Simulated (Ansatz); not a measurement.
Cartesian coordinates in Å:
```
O 0.554 -1.596 0.449
Al 0.049 -0.142 0.040
Cl -0.603 1.738 -0.489
```

Charge 0, multiplicity 1.

List the CAM-B3LYP/def2-TZVPP orbital energies in eV (Ansatz 0.2.0). (Best estimate.)

Ansatz gave: Occupied: -2765.68, -1527.81, -520.95, -260.45, -199.48, -199.37, -199.37, -115.90, -76.56, -76.56, -76.38, -25.91, -25.61, -14.29, -12.28, -12.28, -10.43, -9.34, -9.34. Lowest empty: -1.65, 0.24, 0.24, 2.93, 4.11, 4.70, 4.70, 5.43.
